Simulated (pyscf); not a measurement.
**Insertion: F–Sn:–F [singlet] + NH₃ -> H₂N–SnH(F)–F**

Gas phase, singlet surface, charge 0. Bonds broken: N4–H5. Bonds formed: Sn2–N4, Sn2–H5. Optimised with ωB97X-D3(BJ)/def2-SVP in PySCF. Correlated levels are frozen-core, on RHF or UHF. ΔMP2 is the change of the MP2 total energy from the triple- to the quadruple-zeta basis.

Transition state (Å):

```xyz
7

F     -0.0876     1.9470    -0.5984
Sn     0.5122     0.1152    -0.4092
F      1.4287     0.1645     1.2958
N     -1.2198    -1.0742    -0.0966
H      0.0104    -1.3449    -1.2761
H     -1.3510    -1.6638     0.7295
H     -2.1366    -0.7590    -0.4239
```

One imaginary mode, 1341i cm⁻¹; descent along it reached the two sides named, in the forms told below.

```tsv
bond	change	reactant side (Å)	saddle	product side
N4–H5	breaks	1.019	1.726	3.2
Sn2–N4	forms	2.380	2.124	2.006
Sn2–H5	forms	3.1	1.771	1.689
```

Electronic energies relative to the separated reactants (kJ/mol):

```csv
level,barrier,reaction energy,reverse barrier
ωB97X-D3(BJ)/def2-TZVP,245.4,+34.9,210.5
PBE/def2-TZVP,218.4,+71.2,147.3
r²SCAN/def2-TZVP,218.8,+50.1,168.7
B3LYP-D3(BJ)/def2-TZVP,246.0,+70.9,175.1
PBE0-D3(BJ)/def2-TZVP,232.8,+50.4,182.5
M06-2X/def2-TZVP,237.8,+32.9,205.0
ωB97M-D3(BJ)/def2-TZVP,256.7,+57.2,199.5
HF/def2-TZVP,321.4,+47.9,273.5
MP2/def2-QZVPP,247.7,+54.1,193.6
CCSD/def2-TZVPP,261.9,+47.1,214.8
CCSD(T)/def2-TZVPP,243.8,+44.2,199.5
CCSD(T)/def2-TZVPP + ΔMP2(QZVPP),243.7,+48.0,195.7
```

With CCSD(T)/def2-TZVPP + ΔMP2(QZVPP) energies and thermal terms (ideal gas, 1 atm, RRHO with modes under 100 cm⁻¹ raised to 100, one conformer, R ln 2 for chiral ones without a mode under 150 cm⁻¹), in kJ/mol:

| T (K) | ΔH‡ | ΔG‡ | ΔH | ΔG |
|---|---|---|---|---|
| 298 | 230.1 | 270.5 | +41.5 | +82.0 |
| 600 | 233.4 | 310.4 | +46.3 | +121.4 |
| 900 | 237.7 | 347.9 | +52.4 | +157.6 |
| 1200 | 242.0 | 384.0 | +58.7 | +191.8 |

On the reactant side the descent ends in an adduct with a N–Sn contact, 104.1 kJ/mol under the separated species and 349.5 kJ/mol under the saddle at ωB97X-D3(BJ)/def2-TZVP. What is counted as formed (N–Sn) is already present as a longer contact in the reactant adduct; forming that adduct is a step of its own. One saddle was located; it need not be the lowest between these sides. The CCSD(T) − MP2 part came from Ansatz, without density fitting, on the same reference. The frozen core leaves the outer d or s,p core shells of the metals and heavy elements correlated in the MP2 and CC values, and def2-TZVPP describes them poorly, which can shift differences by a few kcal/mol. Elements past Kr carry the def2 core potentials, without spin-orbit coupling.
